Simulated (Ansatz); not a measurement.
Geometry optimisation, RKS PBE/6-31G* (Ansatz).

input.yaml

```yaml
crystal:
  periodic: [false, false, false]
  atoms:
    - { symbol: Si, position_ang: [0.402206, -0.225873, -0.486025] }
    - { symbol: "N", position_ang: [-0.227313, -0.233151, 2.460342] }
    - { symbol: H, position_ang: [-0.850742, -0.819116, 3.025155] }
    - { symbol: H, position_ang: [0.096105, 0.524646, 3.070034] }
    - { symbol: F, position_ang: [1.115404, -0.375183, -1.946773] }
    - { symbol: H, position_ang: [0.261023, 1.232658, -0.189129] }
    - { symbol: H, position_ang: [-0.922478, -0.91736, -0.548784] }
    - { symbol: H, position_ang: [1.28416, -0.878082, 0.502826] }
    - { symbol: H, position_ang: [0.613436, -0.81074, 2.248554] }
basis:
  gaussian: { orbitals: "6-31G*" }
hamiltonian:
  xc: pbe
relax:
  f_tol: 0.03
  max_steps: 50
output:
  orbitals: {}
```

Launched with:

```bash
$ ansatz run input.yaml --threads 1 --pin off --max-ram 2048MiB --backend cpu --events-out ev --progress --plain --runs-dir out
```

**Question.** Where does it end, and by what steps?

**Answer.** It converged. The force dipped under the threshold on the way, but the program's further checks kept it going. After 16 steps the energy has fallen by 0.280 eV; H3 moved furthest, 0.99 Å.

```tsv
step	energy less start (eV)	largest force component (eV/Å)	accepted
0	0.0000	0.545	yes
1	-0.0690	0.662	yes
2	-0.1079	0.371	yes
3	-0.1600	0.207	yes
4	-0.2082	0.623	yes
5	-0.2297	0.621	yes
6	-0.2073	0.687	no
7	-0.2521	0.025	yes
8	-0.2544	0.051	yes
9	-0.2527	0.524	no
10	-0.2584	0.047	yes
11	-0.2628	0.155	yes
12	-0.2637	0.409	yes
13	-0.2774	0.029	yes
14	-0.2792	0.138	yes
15	-0.2796	0.066	yes
16	-0.2804	0.004	yes
```

```xyz
9
Properties=species:S:1:pos:R:3
Si 0.413 -0.252 -0.223
N -0.047 -0.308 2.176
H -1.029 -0.090 2.385
H 0.523 0.370 2.694
F 0.723 -0.213 -1.841
H -0.045 1.145 0.078
H -0.649 -1.304 -0.096
H 1.738 -0.621 0.377
H 0.145 -1.230 2.584
```

Whether the end is a true minimum wasn't checked by a vibrational analysis.

The run took 27 s on 1 thread of Arm Neoverse V2 (shared host), peak memory 0.13 GiB.
